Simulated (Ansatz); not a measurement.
# C₄H₇F: one species, many methods

The task here is to estimate one member of a computed series from the others.

Computed with Ansatz 0.2.0, Gaussian basis. Level: functionals in def2-TZVPP, the program's frozen cores in correlated methods.

The runs, in order: PBE-D4, r2SCAN-D4, PBE0-D4, B3LYP-D4, ωB97X-V, ωB97M-V, B2PLYP; CCSD(T)/def2-TZVPP; MP2/def2-QZVPP; extrapolation to the limit.

## The geometry

The geometry comes from an earlier relaxation with PBE0-D4 in a triple-zeta def2 set; it is a stationary point, not always the lowest conformer.

SMILES `C/C=C(\C)F`, 12 atoms, charge 0, spin multiplicity 1.

Atoms are counted from 1 here; the program's logs count them from 0.

Bond lengths: C1–C2 1.489 Å, C1–H6 1.094 Å, C1–H7 1.090 Å, C1–H8 1.094 Å, C2–C3 1.324 Å, C2–H9 1.086 Å, C3–C4 1.480 Å, C3–F5 1.354 Å, C4–H10 1.094 Å, C4–H11 1.088 Å, C4–H12 1.094 Å. Angles: C2–C1–H6 110.9°, C2–C1–H7 112.6°, C2–C1–H8 110.9°, H6–C1–H7 107.7°, H6–C1–H8 106.7°, H7–C1–H8 107.7°, C1–C2–C3 126.4°, C1–C2–H9 117.4°, C3–C2–H9 116.2°, C2–C3–C4 130.8°, C2–C3–F5 118.1°, C4–C3–F5 111.1°, C3–C4–H10 110.2°, C3–C4–H11 111.6°, C3–C4–H12 110.1°, H10–C4–H11 108.7°, H10–C4–H12 107.4°, H11–C4–H12 108.7°.

The first run:

The input, in.yaml:

```yaml
crystal:
  periodic: [false, false, false]
  atoms:
    - {symbol: C, position_ang: [-1.645552, 0.031187, 0.276116]}
    - {symbol: C, position_ang: [-0.333751, 0.349839, 0.904864]}
    - {symbol: C, position_ang: [0.860082, 0.193063, 0.354446]}
    - {symbol: C, position_ang: [1.251052, -0.316785, -0.979066]}
    - {symbol: F, position_ang: [1.948186, 0.539932, 1.081524]}
    - {symbol: H, position_ang: [-2.278449, 0.922254, 0.219657]}
    - {symbol: H, position_ang: [-1.541588, -0.365792, -0.733936]}
    - {symbol: H, position_ang: [-2.193733, -0.707498, 0.869048]}
    - {symbol: H, position_ang: [-0.346828, 0.750703, 1.914345]}
    - {symbol: H, position_ang: [1.810716, 0.447594, -1.525483]}
    - {symbol: H, position_ang: [0.383036, -0.602605, -1.569820]}
    - {symbol: H, position_ang: [1.904630, -1.187095, -0.872397]}
basis:
  gaussian: {orbitals: def2-TZVPP}
hamiltonian: {xc: pbe, dispersion: d4}
output: {forces: true, orbitals: {seedname: orbitals}}
```

Command:

```sh
> ansatz run in.yaml --threads 4 --pin off --events-out ev --progress --plain --max-ram 10444MiB
```

Steps of the session up to this table: PBE-D4 (GGA); r2SCAN-D4 (meta-GGA); PBE0-D4 (hybrid); B3LYP-D4 (hybrid); ωB97X-V (range-separated); ωB97M-V (range-separated); B2PLYP (double hybrid); CCSD(T) in def2-TZVPP; MP2 in def2-QZVPP.

One of the session's tables, all rows but one given; the rest of the session is left out.

| method | atoms, summed (eV) | atomisation energy (kcal/mol) |
| --- | --- | --- |
| PBE-D4 | -6921.225 | 1199.5 |
| r2SCAN-D4 | -6926.898 | 1173.6 |
| PBE0-D4 | -6922.711 | 1178.8 |
| B3LYP-D4 | -6931.370 | 1170.6 |
| ωB97X-V | -6928.671 | 1169.5 |
| ωB97M-V | -6927.736 | 1172.1 |
| B2PLYP | -6925.760 | 1159.4 |
| HF/def2-TZVPP | -6902.995 | 872.0 |
| MP2/def2-TZVPP | -6915.573 | 1159.7 |
| CCSD/def2-TZVPP | -6918.122 | 1125.5 |
| CCSD(T)/def2-TZVPP | -6918.436 | 1141.7 |
| MP2/CBS | ? | ? |
| CCSD(T)/CBS | -6920.848 | 1167.4 |

Q: Estimate the row for MP2/CBS from the others.

**Answer.** atoms, summed (eV): -6917.985; atomisation energy (kcal/mol): 1185.3. In the column «atoms, summed (eV)» it lies between CCSD/def2-TZVPP (-6918.122) and MP2/def2-TZVPP (-6915.573).

To keep in mind: Free atoms (4 C, 1 F, 7 H) were run apart at each level; the atomisation energy is their sum less the molecule, without zero-point or spin-orbit terms.
